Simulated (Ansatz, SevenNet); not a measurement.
Rock-salt AgBr, enthalpy of formation

Reference value: -0.522 ± 0.004 eV/atom (measured, 298 K, copied from a table, unchecked, not corrected to a static lattice; as tabulated in Wang et al. (2021), doi:10.1038/s41598-021-94550-5).

```
level (code)         value (eV/atom)  difference (eV/atom)
-------------------  ---------------  --------------------
SevenNet-0                    -0.324                +0.198
LDA (Ansatz)                  -0.238                +0.284
PBE (Ansatz)                  -0.316                +0.206
PBE-D3(BJ) (Ansatz)           -0.281                +0.241
HSE06 (Ansatz)                -0.486                +0.036
```

Leaving aside SevenNet-0 (doubt noted below): Closest of the ranked levels: HSE06 (+0.036 eV/atom). Among them LDA (+0.284 eV/atom) misses by most. Of the ranked levels only HSE06 lands within 0.1 eV/atom. All 4 levels lie above the reference.

The measured value isn't corrected to a static lattice, so vibrations enter the comparison.  SevenNet-0, LDA, PBE, PBE-D3(BJ), HSE06: an element's reference phase differs from the standard state of thermochemical tables. HSE06: exact exchange on metals is sensitive to the k mesh and can open a false gap. Each level is taken at its own relaxed cell. Ansatz's density-functional and Hartree–Fock values are scalar-relativistic unless marked +SOC, with PAW data made under PBE.

Machine-learned potentials (SevenNet-0) are trained on DFT data: a solid inside that data is no test of them.

Differences are worked out from the printed values.

Ansatz is a first-principles code.
